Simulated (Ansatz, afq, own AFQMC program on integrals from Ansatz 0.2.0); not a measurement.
# B$_{2}$H$_{2}$⁺, quartet in cc-pVTZ, levels against CCSDT(Q)

```xyz
4

B     0.0000    0.0000    0.6756
B     0.0000    0.0000   -0.9095
H     0.0000    1.0479    1.2540
H     0.0000   -1.0479    1.2540
```

Connectivity, by distances: BH2–B.

Basis cc-pVTZ. Only valence electrons are correlated. AFQMC by an in-house program on the Cholesky factors that Ansatz 0.2.0 writes for its CCSD(T) run. ph-AFQMC/CISD is guided by a CISD state made of CCSD amplitudes; releasing the constraint for a short imaginary time cuts its bias at the price of noise, slowly where states lie close. ± is one standard error of the sampling.

Determinant: UHF, the one that the program's search chose, which needn't be the lowest solution. The geometry is a PBE0/def2-TZVP stationary point of this or a neighbouring charge and spin state.

No full CI on the walks' own integrals is used here; CCSDT(Q) serves as the reference and is uncertain by about the last step of the cluster series.

Cautions: another spin lies lower (by 3.59 eV); the search met a lower determinant of the same kind, perhaps of another symmetry (130 meV lower), and this one is a saddle point; the released energies are still falling, so no released level is given (meV from the phaseless value at times in 1/Eh: -6 ± 4 at 0.24, -17 ± 3 at 0.51, -27 ± 5 at 0.99, -31 ± 3 at 1.62, -33 ± 3 at 2.40).

- T1 diagnostic: 0.0257
- weight of the determinant in the CISD state: 0.904
- ⟨S²⟩ of the determinant: 3.778
- size of the correlated space: 7 electrons in 86 orbitals

```csv
level,correlation energy (eV)
MP2,-3.2704
CCSD,-4.0697
CCSD(T),-4.2274
```

(1) Estimate where phaseless AFQMC with a CISD trial lies against CCSD(T) on the same integrals.

(1) 0.0 ± 0.4 kJ/mol above CCSD(T). The gap is under twice the noise, so this walk alone can't tell the two apart.

Reference: CCSDT(Q), correlation energy -4.270 eV.

| level | E − E(reference) (kJ/mol) | share of correlation (%) |
| --- | --- | --- |
| CCSD(T) | 4.2 | 98.99 |
| CCSDT | 0.7 | 99.83 |
| ph-AFQMC/HF | 15.2 ± 2.0 | 96.30 |
| ph-AFQMC/CISD | 4.2 ± 0.4 | 98.99 |

A walk keeps the symmetry of its determinant, which the program's search chose and which needn't be the lowest solution, so a lower state of the same spin and another symmetry isn't excluded.
